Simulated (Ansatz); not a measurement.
AlB2H5, relaxed with RKS PBE0-D4/def2-TZVP in Ansatz from a PBE-D4/def2-SVP geometry. The force threshold is 0.005 eV/Å; the program also tests the step.

The species carries charge 0 and has multiplicity 1. The bonds changed during the relaxation, so this is another structure than the one it started from.

Start:

```xyz
8

B     0.780    0.019    0.849
B     1.186    0.460   -0.576
Al   -1.026   -0.254   -0.308
H    -0.204    0.494    1.452
H     1.263   -0.998    1.317
H     1.560    0.731   -1.687
H    -1.574    1.022   -1.121
H    -1.984   -1.473    0.075
```

```json
{"step": "1", "energy (eV)": "-8024.0544", "largest force (eV/Å)": "0.477", "largest move (Å)": "0.000"}
{"step": "2", "energy (eV)": "-8024.0759", "largest force (eV/Å)": "0.123", "largest move (Å)": "0.024"}
{"step": "3", "energy (eV)": "-8024.0780", "largest force (eV/Å)": "0.011", "largest move (Å)": "0.013"}
{"step": "4", "energy (eV)": "-8024.0781", "largest force (eV/Å)": "0.012", "largest move (Å)": "0.006"}
{"step": "5", "energy (eV)": "-8024.0783", "largest force (eV/Å)": "0.024", "largest move (Å)": "0.013"}
{"step": "6", "energy (eV)": "-8024.0784", "largest force (eV/Å)": "0.011", "largest move (Å)": "0.012"}
{"step": "7", "energy (eV)": "-8024.0784", "largest force (eV/Å)": "0.008", "largest move (Å)": "0.009"}
{"step": "8", "energy (eV)": "-8024.0784", "largest force (eV/Å)": "0.006", "largest move (Å)": "0.003"}
{"step": "9", "energy (eV)": "-8024.0784", "largest force (eV/Å)": "0.002", "largest move (Å)": "0.002"}
```

End:

```xyz
8

B     0.781    0.007    0.832
B     1.194    0.444   -0.571
Al   -1.032   -0.251   -0.301
H    -0.175    0.532    1.406
H     1.219   -0.997    1.317
H     1.556    0.733   -1.659
H    -1.591    1.017   -1.085
H    -1.953   -1.485    0.061
```

Run time 20 s (2 threads of an Arm Neoverse V1 on a shared host); peak host memory 0.21 GiB.
